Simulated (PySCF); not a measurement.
# CF₂ + CCl₂ → 2 CFCl

Level: PBE0 in the def2-TZVP basis family, all electrons, no relativity, computed in PySCF with density fitting; open shells unrestricted.

| species | state and structure | E (Eh) | ZPE (kJ/mol) | H(298 K) − H(0) (kJ/mol) | S° (J/(mol K)) |
| --- | --- | --- | --- | --- | --- |
| CF₂ | singlet, C2v, C–F 1.296 Å (×2); F–C–F 104.8° | -237.56926 | 18.6 | 10.3 | 240.6 |
| CCl₂ | singlet, C2v, C–Cl 1.708 Å (×2); Cl–C–Cl 109.5° | -958.08756 | 11.2 | 11.4 | 264.3 |
| CFCl | singlet, Cs, C–Cl 1.738 Å, C–F 1.291 Å; Cl–C–F 106.7° | -597.82400 | 14.6 | 10.9 | 258.8 |

(1) What is the electronic reaction energy?

(2) Add zero-point, thermal and entropy terms for 298.15 K and 1 bar.

Answers

(1) At PBE0/def2-TZVP, ΔE = 23.2 kJ/mol from the differences of the total energies times 2625.5, uphill. The bond energies do not simply add up: the mixed species is disfavoured.

(2) ΔZPE = -0.6 and Δ[H(298) − H(0)] = 0.1 kJ/mol give ΔH° = 22.7 kJ/mol. ΔS° = 12.7 J/(mol K), so ΔG° = 22.7 − 298.15 × (0.0127) = 19 kJ/mol and log₁₀K = -3.3.

The structures come from searches over a few start shapes, so lower isomers are not excluded.
